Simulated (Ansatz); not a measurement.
1T (CdI2-type) ZrSe2: PBE at its full settings (plane-wave cutoff 520 eV, 12×12×6 k mesh (along the axes of the cell as run), Fermi–Dirac smearing 0.01 eV, scalar-relativistic PAW data made under PBE) and at cheaper ones, in a cell of 3 atoms with Γ-centred meshes.

```
level and setting             lattice constant a (Å)  c axis length (Å)  bulk modulus (GPa)
----------------------------  ----------------------  -----------------  ------------------
PBE (Ansatz)                                   3.798              6.875                 3.2
PBE (300 eV cutoff) (Ansatz)                   3.799              6.872                 3.7
PBE (4×4×4 k mesh) (Ansatz)                    3.825              6.834                 3.4
PBE (6×6×6 k mesh) (Ansatz)                      [?]                [?]                 [?]
```

Q: Complete the blanks.

A: 
- PBE (6×6×6 k mesh) (Ansatz, a quantum-chemistry and plane-wave program), lattice constant a (Å): 3.806
- PBE (6×6×6 k mesh) (Ansatz), c axis length (Å): 6.866
- PBE (6×6×6 k mesh) (Ansatz), bulk modulus (GPa): 3.4

Largest shifts from the full settings: lattice constant a +0.71 % (PBE (4×4×4 k mesh)), against a difference of +0.74 % of the full result from the reference 3.77 Å (measured, temperature not stated, no zero-point or thermal correction; as tabulated in Björkman (2014), arXiv:1406.2436); lattice parameter c -0.60 % (PBE (4×4×4 k mesh)), against a difference of +12.3 % of the full result from the reference 6.122 Å (measured, temperature not stated, zero-point anharmonic expansion removed (computed with revB86b-DF2); no thermal correction; as tabulated in Björkman (2014), arXiv:1406.2436); bulk modulus +15.6 % (PBE (300 eV cutoff)).

Caveats: the cell comes from a level without a dispersion term, which matters for the spacing of layers, chains or molecules (PBE, PBE (300 eV cutoff), PBE (4×4×4 k mesh), PBE (6×6×6 k mesh)). Ansatz's density-functional and Hartree–Fock values are scalar-relativistic unless marked +SOC, with PAW data made under PBE.

Run with cheap settings on purpose, which may leave them unconverged: PBE (300 eV cutoff), PBE (4×4×4 k mesh), PBE (6×6×6 k mesh).
